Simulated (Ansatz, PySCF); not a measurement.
Gas-phase reaction in SMILES: [OH] (HO) → [OH-] (an electron is taken up)
Geometries: B3LYP-D3(BJ)/def2-TZVP minima from Ansatz (a first-principles code).

Property: adiabatic electron affinity (0 K, with B3LYP-D3(BJ) harmonic zero-point energies from PySCF), positive where the reaction releases energy, in eV. Valence correlation only, unless marked. Open shells are spin-unrestricted. No spin-orbit coupling. Non-relativistic unless marked X2C. Anions need diffuse functions: aug- sets have them; def2-D sets add few; the other sets have none. CBS marks a two-point X^-3 extrapolation of the correlation energy; Hartree-Fock from the larger set. [CCSD(T)-MP2]/basis is that difference in the basis named.

| level | program | adiabatic electron affinity (eV) | minus last row |
|---|---|---|---|
| HF/aug-cc-pVTZ | Ansatz | -0.25 | -2.09 |
| PBE0/def2-TZVP | Ansatz | 0.98 | -0.86 |
| PBE0/def2-QZVPP | Ansatz | 1.32 | -0.52 |
| HSE06-D3(BJ)/def2-TZVPD | Ansatz + dftd3 | 1.61 | -0.23 |
| HSE06/def2-TZVPD | Ansatz | 1.61 | -0.23 |
| wB97M-V/def2-TZVPD | Ansatz | 1.74 | -0.10 |
| B2PLYP-D4/def2-TZVPD | Ansatz + dftd4 | 1.82 | -0.02 |
| B2PLYP/def2-TZVPD | Ansatz | 1.82 | -0.02 |
| RI-MP2/def2-QZVPPD | Ansatz | 2.10 | 0.26 |
| SCS-MP2/aug-cc-pVDZ | Ansatz | 1.78 | -0.06 |
| SCS-MP2/cc-pV5Z | Ansatz | 1.70 | -0.14 |
| CCSD/cc-pwCVTZ | Ansatz | 0.49 | -1.35 |
| CCSD/cc-pVQZ | Ansatz | 1.00 | -0.84 |
| CCSD/def2-QZVPP | Ansatz | 1.31 | -0.53 |
| CCSD/CBS(def2-TZVPPD,def2-QZVPPD) | Ansatz | 1.62 | -0.22 |
| CCSD(T)/cc-pVDZ | Ansatz | -0.65 | -2.49 |
| CCSD(T)/cc-pVQZ | Ansatz | 1.11 | -0.73 |
| X2C-CCSD(T)/cc-pVTZ-DK | Ansatz | 0.54 | -1.30 |
| RI-MP2/CBS(def2-TZVPPD,def2-QZVPPD)+[CCSD(T)-MP2]/def2-TZVPPD | Ansatz | 1.82 | -0.02 |
| CCSD(T)/CBS(def2-TZVPPD,def2-QZVPPD) | Ansatz | 1.81 | -0.03 |
| CCSD(T)/CBS(aug-cc-pVTZ,aug-cc-pVQZ) | Ansatz | 1.84 | 0.00 |
